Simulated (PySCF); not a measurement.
Species: C2F3N.
SMILES with atom numbers: `[N:1]#[C:2][C:3]([F:4])([F:5])[F:6]`

Computed by this run: PySCF 2.14.0, PBE0-D3(BJ)/def2-SVP geometry optimisation, gas phase; density fitting, grid level 1; the optimiser is geomeTRIC in internal coordinates, started from an MMFF94s structure with every atom displaced at random (about 0.03 Å).

Step 0: E = -11692.2146 eV
```
atom  x, y, z in Å  |  force x, y, z in eV/Å
N1      2.2555    0.0704    0.0022   -8.825  -0.109  -0.109
C2      1.0113    0.0526   -0.0105    8.479   0.504   0.286
C3     -0.4955   -0.0395   -0.0230    1.625   1.638   1.009
F4     -0.7676   -1.0472   -0.7786   -1.258  -0.818  -0.862
F5     -0.9203   -0.2491    1.2238   -0.210   0.098  -0.622
F6     -1.0203    1.1168   -0.4832    0.189  -1.313   0.298
```

Step 1: E = -11692.7123 eV
```
atom  x, y, z in Å  |  force x, y, z in eV/Å
N1      2.1742    0.2034   -0.0339   -0.693  -0.413   0.121
C2      1.0396   -0.0331    0.0234    0.352   0.534  -0.048
C3     -0.4607   -0.0802   -0.0050    0.814   0.896   0.276
F4     -0.8512   -1.0475   -0.7941   -0.440  -0.279  -0.158
F5     -0.9531   -0.2368    1.2143    0.015  -0.215  -0.220
F6     -0.8858    1.0981   -0.4740   -0.048  -0.523   0.029
```

Step 2: E = -11692.7458 eV
```
atom  x, y, z in Å  |  force x, y, z in eV/Å
N1      2.1783    0.1791   -0.0162    0.409  -0.136   0.065
C2      1.0435   -0.0102    0.0214   -0.560   0.254  -0.126
C3     -0.4456   -0.0629   -0.0102   -0.028   0.250   0.101
F4     -0.8655   -1.0391   -0.7835   -0.005  -0.299  -0.288
F5     -0.9331   -0.2497    1.2034    0.059   0.021   0.185
F6     -0.9145    1.0868   -0.4842    0.125  -0.091   0.063
```

Problem. Estimate the geometry and energy of step 3. (The exact step hangs on the optimiser's Hessian estimate; all steps are aligned on step 2, rigid shifts and turns removed.)

Solution. E = -11692.7598 eV, largest force 0.210 eV/Å
```
atom  x, y, z in Å  |  force x, y, z in eV/Å
N1      2.1769    0.1544   -0.0034    0.137  -0.104   0.052
C2      1.0331    0.0117    0.0147    0.013   0.161  -0.134
C3     -0.4467   -0.0535   -0.0135   -0.113  -0.085   0.028
F4     -0.8576   -1.0429   -0.7890    0.042  -0.058  -0.056
F5     -0.9133   -0.2500    1.2084   -0.052   0.033   0.075
F6     -0.9292    1.0842   -0.4865   -0.027   0.053   0.036
```

The energy changes by -0.0140 eV. The first-order estimate −F·Δx gives -0.0209 eV and the mean of the old and new forces, exact on a quadratic surface, -0.0139 eV. The step makes an angle of 62° with the force vector and moves no atom by more than 0.028 Å.

The cost below is that of the whole optimisation. On one thread of an Arm Neoverse N1 (shared host), this took 25 s of wall time and 0.34 GiB of memory at its peak.
